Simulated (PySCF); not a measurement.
## Dipole moment and polarisability across levels of theory

Compound: pyridazine, C4H4N2.
Geometry (PBE0-D3(BJ)/def2-SVP, Å), atoms numbered from 1 in this order:
```
atom  x, y, z in Å
C1     0.661    0.834   -0.069
C2    -0.697    0.785    0.188
C3    -1.286   -0.481    0.214
N4    -0.610   -1.607    0.007
N5     0.681   -1.561   -0.238
C6     1.306   -0.387   -0.277
H7     1.213    1.776   -0.110
H8    -1.290    1.685    0.363
H9    -2.355   -0.608    0.410
H10    2.379   -0.436   -0.486
```

PySCF, dipoles from the SCF density, polarisabilities from static response with core orbitals frozen. Geometry: PBE0-D3(BJ)/def2-SVP; no solvent, vibrations or thermal averaging.

Problem. How do dipole and polarisability depend on functional and basis here?

Solution. 

| level | μ (D) | α (Å³) | anisotropy (Å³) |
| --- | --- | --- | --- |
| LDA/def2-SVPD | 4.245 | 8.64 | 4.88 |
| PBE/def2-SVPD | 4.110 | 8.59 | 4.92 |
| B3LYP/def2-SVPD | 4.222 | 8.47 | 4.79 |
| PBE0/def2-SVPD | 4.210 | 8.38 | 4.70 |
| BHandHLYP/def2-SVPD | 4.311 | 8.29 | 4.61 |
| CAM-B3LYP/def2-SVPD | 4.305 | 8.38 | 4.69 |
| wB97X-D/def2-SVPD | 4.293 | 8.42 | 4.61 |
| LC-wPBE/def2-SVPD | 4.322 | 8.22 | 4.53 |
| HF/def2-SVPD | 4.378 | 8.18 | 4.40 |
| PBE0/6-31G* | 4.113 | 6.86 | 5.86 |
| PBE0/def2-SVP | 4.115 | 7.15 | 5.28 |
| PBE0/6-31+G* | 4.383 | 8.15 | 4.91 |
| PBE0/aug-cc-pVDZ | 4.213 | 8.67 | 4.78 |
| PBE0/def2-TZVP | 4.157 | 8.17 | 4.95 |
| PBE0/def2-TZVPD | 4.186 | 8.64 | 4.81 |

The anisotropy is √(½[(α1 − α2)² + (α2 − α3)² + (α3 − α1)²]). The dipole runs from 4.11 D (PBE/def2-SVPD) to 4.38 D (PBE0/6-31+G*). No reference polarisability is at hand; against PBE0 in the largest diffuse basis at hand (def2-TZVPD) the other PBE0 rows deviate by 6-31G* -21%, def2-SVP -17%, 6-31+G* -6%, def2-SVPD -3%, aug-cc-pVDZ 0%, def2-TZVP -5%. In one basis (def2-SVPD) the functionals order the polarisability from HF (lowest) to LDA (highest), a spread of 6%. With PBE0 the polarisability is 7.39 Å³ without diffuse functions (mean of 6-31G*, def2-SVP and def2-TZVP) and 8.46 Å³ with them (mean of 6-31+G*, def2-SVPD, aug-cc-pVDZ and def2-TZVPD).
